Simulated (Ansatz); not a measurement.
Basis-set extrapolation for AlClH2N, SMILES `[NH2][Al][Cl]` radical (PBE0-D4/def2-TZVP geometry, frozen core, Ansatz 0.2.0). Multiplicity 2, UHF reference.

```tsv
	def2-TZVPP	def2-QZVPP
HF	-757.164834	-757.187738
MP2 correlation	-0.457323	-0.497713
CCSD(T) correlation	-0.503818	not run
```

Energies in hartree. Use E(X) = E(∞) + A·exp(−7.88·√X) for Hartree–Fock and E(X) = E(∞) + B·X^(−2.97) for correlation, with X = 3 and 4, and add CCSD(T) minus MP2 of the smaller set to the MP2 limit.

**Question.** What is the CCSD(T) energy at the basis-set limit?

**Answer.** HF limit: -757.187738 + (-0.022904) × 0.13774 = -757.19089. MP2 limit: -0.497713 + (-0.040390) × 0.74074 = -0.52763. Higher-order term: -0.503818 − (-0.457323) = -0.04650. Total: -757.76502 hartree, 253.0 kJ/mol below CCSD(T)/def2-TZVPP.
